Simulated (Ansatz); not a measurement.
How far a parabola holds: energy against volume of zinc-blende InAs

We consider zinc-blende InAs, described by PBE (Ansatz, a quantum-chemistry and plane-wave program, PAW). Settings: plane-wave cutoff 520 eV, 10×10×10 k mesh, Fermi–Dirac smearing 0.01 eV, scalar-relativistic PAW data made under PBE. The cell has no free parameter but its volume, all volumes share cutoff and mesh, and the runs aren't spin-polarised. Energies are free energies at the run's smearing, counted from the lowest row; static lattice.

```
V (Å³/atom)  E (meV/atom)
-----------  ------------
27.817                  ?
28.409               7.80
29.000               1.88
29.592               0.00
30.184               1.71
30.776               6.61
```

The 5 complete rows are fitted with a parabola, E against V. With u = V - 29.6, the rows have u = -1.1910, -0.6000, -0.0080, 0.5840, 1.1760. Least squares gives E = -0.008 - 0.3526·u + 5.1472·u². Residuals (row less fit): 0.087, -0.177, 0.005, 0.168, -0.086; standard error 0.193 (degrees of freedom: 2). The fitted curve has its minimum at V = 29.6, where E = -0.01. Its curvature is d²E/dV² = 2 × 5.1472 meV/Å⁶, so B = V0·d²E/dV² × 0.1602 = 48.9 GPa.

What does the fit predict for E at V = 27.817, and how far is the calculated value from it?

u = -1.7830, so E = -0.008 - 0.3526 × (-1.7830) + 5.1472 × (-1.7830)² = 16.984 meV/atom. The calculation gives 18.24 meV/atom, 1.256 meV/atom above the prediction (6.9 % of the range of E in the table). The row lies outside the fitted rows, so this is an extrapolation. From the scatter of the fitted rows alone, a prediction at this place has a standard error of 0.457 meV/atom, so the miss is 2.7 times that.

The residuals are curvature that a parabola lacks, not noise. A solid that stiffens under compression and softens on expansion lies above the parabola at the compressed end and under it at the expanded end, as this row does. A third-order Birch-Murnaghan fit to the whole scan has B0 = 48.5 GPa. Only scans are tabulated whose curvature falls smoothly with volume, and where the parabola meets the shown rows within 5 % of their range and misses the end by 0.1 meV or more.

Measured, for comparison: bulk modulus 58.6 GPa (0 K value with the zero-point phonon effect removed; as tabulated in Mejia-Rodriguez and Trickey (2018), arXiv:1807.09216). Computed less measured: bulk modulus -17 %.

Note: this level leaves the solid without a gap, although one is measured.

Spin–orbit coupling is not included.
